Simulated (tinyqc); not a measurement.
Inside a calculation (part 3 of 3). Method: UHF in the sto-3g basis, for NH3, spin multiplicity 1. Computed by tinyqc, a small Python program that keeps every step (integrals from PySCF). Command: `OMP_NUM_THREADS=1 python tinyqc.py 20520 20521 out.jsonl` (the two numbers bound the seeds that draw the settings). One thread of a shared host (Intel(R) Xeon(R) Processor @ 2.60GHz), about 0.2 s of CPU time with the checks.

Geometry (angstrom):
```
atom         x         y        z
N      0.00000   0.00000  0.29100
H      1.23800   0.00000  0.00000
H     -0.61900   1.07200  0.00000
H     -0.61900  -1.07200  0.00000
```

## Convergence

Stop when the energy changes by less than 1e-08 hartree and every element of the error matrix X^T (F D S - S D F) X (for each spin) is below 3e-05.

Course of the cycle:
```
iteration  E (hartree)     change  largest element of the error matrix
1          -52.8648254          -                             3.60e-01
2          -54.4077774  -1.54e+00                             3.57e-01
3          -55.0657949  -6.58e-01                             2.35e-01
4          -55.2850268  -2.19e-01                             5.72e-02
5          -55.3090701  -2.40e-02                             1.94e-02
6          -55.3139052  -4.84e-03                             2.23e-03
7          -55.3139544  -4.92e-05                             7.29e-04
8          -55.3139559  -1.50e-06                             1.37e-04
9          -55.3139560  -3.91e-08                             3.68e-05
10         -55.3139560  -1.44e-08                             2.45e-05
11         -55.3139560  -1.90e-08                             1.19e-05
12         -55.3139560  -3.48e-09                             9.31e-06
```

PySCF UHF in the same basis, after a stability check = -55.3139560 hartree

Converged in 12 iterations.

## Populations, bond orders and dipole

D(alpha) after iteration 12, lower triangle:
```
           1N 1s    1N 2s    1N 2px    1N 2py    1N 2pz     2H 1s     3H 1s    4H 1s
1N 1s    1.04354
1N 2s   -0.18007  0.77256
1N 2px   0.00000  0.00002   0.31894
1N 2py   0.00000  0.00000   0.00000   0.31895
1N 2pz  -0.04699  0.23886   0.00000   0.00000   0.86922
2H 1s   -0.03116  0.08574   0.29951   0.00000  -0.14136   0.32629
3H 1s   -0.03116  0.08572  -0.14975   0.25938  -0.14135  -0.09560   0.32628
4H 1s   -0.03116  0.08572  -0.14975  -0.25938  -0.14135  -0.09560  -0.09560  0.32628
```

D(beta) after iteration 12, lower triangle:
```
           1N 1s    1N 2s    1N 2px    1N 2py    1N 2pz     2H 1s     3H 1s    4H 1s
1N 1s    1.04354
1N 2s   -0.18007  0.77254
1N 2px   0.00000  0.00002   0.31902
1N 2py   0.00000  0.00000   0.00000   0.31903
1N 2pz  -0.04696  0.23869   0.00000   0.00000   0.86937
2H 1s   -0.03117  0.08578   0.29951   0.00000  -0.14126   0.32617
3H 1s   -0.03117  0.08576  -0.14975   0.25939  -0.14125  -0.09562   0.32616
4H 1s   -0.03117  0.08576  -0.14975  -0.25939  -0.14125  -0.09562  -0.09562  0.32616
```

overlap S, lower triangle:
```
          1N 1s    1N 2s    1N 2px    1N 2py    1N 2pz    2H 1s    3H 1s    4H 1s
1N 1s   1.00000
1N 2s   0.23504  1.00000
1N 2px  0.00000  0.00000   1.00000
1N 2py  0.00000  0.00000   0.00000   1.00000
1N 2pz  0.00000  0.00000   0.00000   0.00000   1.00000
2H 1s   0.03177  0.34723   0.33240   0.00000  -0.07813  1.00000
3H 1s   0.03177  0.34729  -0.16624   0.28789  -0.07815  0.09365  1.00000
4H 1s   0.03177  0.34729  -0.16624  -0.28789  -0.07815  0.09365  0.09368  1.00000
```

Mulliken: Z minus the diagonal of D S on the atom; Loewdin: the same with S^(1/2) D S^(1/2); Mayer order: 2 sum_s sum (D(s) S)_ij (D(s) S)_ji over the two atoms.

Charges (e):
```
atom  Mulliken   Loewdin  Mulliken spin
1N    -0.31376  -0.23048       -0.00032
2H     0.10458   0.07683        0.00011
3H     0.10459   0.07683        0.00011
4H     0.10459   0.07683        0.00011
```

Mayer bond orders:
```
pair    order
2-1   0.93266
3-1   0.93267
3-2   0.02820
4-1   0.93267
4-2   0.02820
4-3   0.02819
```

dipole moment about the origin, x y z (debye): -0.00003  0.00000  -1.25578

<S^2> of the determinant (pure state: 0) = 5.72e-08
